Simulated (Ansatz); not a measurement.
CH2FNS, SMILES `N=C(F)S`, 6 atoms. The species carries charge 0 and has multiplicity 1. All runs use 2 threads of a server CPU on a shared host. Correlated methods freeze the cores. Open-shell runs search over several starts.

Give the basis size and wall time and peak host memory of each of these runs in Ansatz. RKS ωB97M-V/def2-SVP energy; UHF-MP2/def2-QZVPP energy of the cation; RKS B2PLYP (frozen core)/def2-TZVPP energy; RKS PBE0-D4/def2-SVP energy; RKS ωB97M-V/def2-QZVPP energy; direct RPA on PBE orbitals/def2-TZVPP energy; UHF-CCSD(T)/def2-TZVPP energy of the cation; RKS LC-ωPBE/def2-TZVPP energy; UKS ωB97X-V/def2-TZVPP energy of the cation; RHF-CCSD(T)/def2-SVP energy; RKS PBE0-D4/def2-TZVP relaxation (7 steps); RKS HSE06 (plane-wave form)-D4/def2-TZVPP energy. (Best estimate.)

Computed: Other jobs shared the machine, so times are rough.

```tsv
level	job	functions	wall time	peak host memory (GiB)
RKS PBE0-D4/def2-SVP	energy	70	0.55 s	0.13
RHF-CCSD(T)/def2-SVP	energy	70	0.95 s	0.18
RKS LC-ωPBE/def2-TZVPP	energy	163	1.2 s	0.21
RKS HSE06 (plane-wave form)-D4/def2-TZVPP	energy	163	1.3 s	0.33
RKS ωB97M-V/def2-SVP	energy	70	1.8 s	0.19
direct RPA on PBE orbitals/def2-TZVPP	energy	163	2.1 s	0.27
RKS B2PLYP (frozen core)/def2-TZVPP	energy	163	2.2 s	0.29
RKS ωB97M-V/def2-QZVPP	energy	301	6.5 s	0.74
RKS PBE0-D4/def2-TZVP	relaxation (7 steps)	142	11 s	0.25
UKS ωB97X-V/def2-TZVPP	energy of the cation	163	12 s	0.66
UHF-MP2/def2-QZVPP	energy of the cation	301	24 s	1.1
UHF-CCSD(T)/def2-TZVPP	energy of the cation	163	2.7 min	1.6
```

LC-ωPBE has ω = 0.4 bohr⁻¹.
